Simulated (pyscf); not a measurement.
`[CH]=[C]=[CH][CH2][CH3]` [doublet] → `[CH]#[C][CH]=[CH2]` + `[CH3]` [doublet], a bond scission (doublet surface; C–C broken, none formed). Single points on ωB97X-D3(BJ)/def2-SVP structures (PySCF, gas phase). Energies in eV from the reactant's lowest minimum found.

AM1 to PM7: differences of heats of formation from MOPAC. Open shells are spin-unrestricted. 

Quick AM1 single points give ΔE‡ = 1.88 eV and ΔE = +1.83 eV. What does ωB97M-D3(BJ)/def2-TZVP give, and how far is the quick result from it?

ωB97M-D3(BJ)/def2-TZVP gives ΔE‡ = 1.78 eV and ΔE = +1.66 eV. AM1 lies 0.11 eV over it in the barrier and 0.17 eV over it in the reaction energy, so on this step it does not hold to within 0.13 eV. ωB97M-D3(BJ)/def2-TZVP has limits of its own. •HC=C=CH–CH₂–CH₃ lies 0.60 eV over its isomer •H₂C–C(=CH₂)–CH=CH₂ (electronic energy, ωB97M-D3(BJ)). This is the saddle that the search found; another between the same sides may lie lower.
